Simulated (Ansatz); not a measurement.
Energy needed to pull apart SiH3SCl (SMILES S[SiH2]Cl), singlet, into free ground-state atoms, from the structure below (displaced at random from a GFN2-xTB minimum); no zero-point or spin–orbit terms; open-shell atoms are treated unrestricted, in their ground-state multiplicity.

```xyz
6
angstrom
S -1.0928 -1.2700 -0.2735
Si 0.5040 0.0861 0.2908
Cl -0.2019 1.9973 0.4089
H -1.6433 -0.4612 -1.2319
H 1.5105 0.0349 -0.7650
H 0.9319 -0.3960 1.5435
```

Computed with Ansatz 0.2.0 (basis: def2-TZVPP); correlated methods freeze the cores. B3LYP uses VWN-RPA correlation.

```
   method  atomization energy (kcal/mol)
   PBE-D4                          419.5
  BLYP-D4                          412.3
r2SCAN-D4                          422.0
  PBE0-D4                              ?
 B3LYP-D4                          416.4
  wB97M-V                              ?
       HF                          311.4
      MP2                          411.7
     CCSD                          401.4
  CCSD(T)                          407.5
```

Question: What does wB97M-V give? (To be estimated.)

Answer: Computed: 423.9 kcal/mol, which is about 16.4 kcal/mol more than CCSD(T)/def2-TZVPP.

Question: What does PBE0-D4 give? (To be estimated.)

Answer: The calculation gives: 416.8 kcal/mol, which is about 9.3 kcal/mol more than CCSD(T)/def2-TZVPP.

In triple zeta the MP2 and coupled-cluster atomization energies are still short of their basis limit by a few kcal/mol a bond, whereas those of the functionals are nearly converged, so these differences are not deviations from converged CCSD(T).

The T1 diagnostic stays at or below 0.010.

For scale, one of the runs: CCSD(T)/def2-TZVPP forces, 168 basis functions (an equivalent command: `ansatz run in.yaml --threads 4`). Time: 61 s of wall clock on 4 CPU threads; the host was shared. Peak host memory: 2.2 GiB.
